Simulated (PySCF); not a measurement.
# Computed data sheet: `O` (H2O)

Compound: H2O.
Z-matrix (Å and degrees, GFN2-xTB geometry), rows numbered from 1:
```
O 
H   1  0.9592
H   1  0.9593  2  107.23
```

GFN2-xTB geometry:

* Point group of the GFN2-xTB geometry: C2v
* Rotational constants A, B, C of the GFN2-xTB geometry: 871.841, 420.472, 283.666 GHz

From B3LYP/cc-pVDZ ground state and GIAO shieldings, non-relativistic (PySCF):

- Dipole moment: 1.87 D
- HOMO energy: -7.81 eV
- LUMO energy: 1.42 eV
- HOMO–LUMO gap: 9.23 eV
- 1H chemical shifts (computed TMS as zero) by class: 0.16 (H2/H3) ppm
- Isotropic shieldings of nuclei other than C and H, by class: 344 (O1) ppm

Monoisotopic mass from the formula: 18.0106 u.

Point group C2v permits a dipole; with 1.87 D the species has a pure rotational spectrum. With B = h/(8π²I), that is 505.379 GHz u Å² over I, the principal moments of inertia are 0.58, 1.20 and 1.78 u Å² (most abundant isotopes); the inertial defect Ic − Ia − Ib is 0.0 u Å² (zero for a rigid planar frame, negative otherwise). The rotational constants make it an asymmetric top with κ = (2B − A − C)/(A − C) = -0.53, nearer the prolate limit (−1). The dipole equals about 6.3 × 10⁻³⁰ C·m (1 D = 3.33564 × 10⁻³⁰ C·m).

Isolated species at its GFN2-xTB geometry, gas phase.
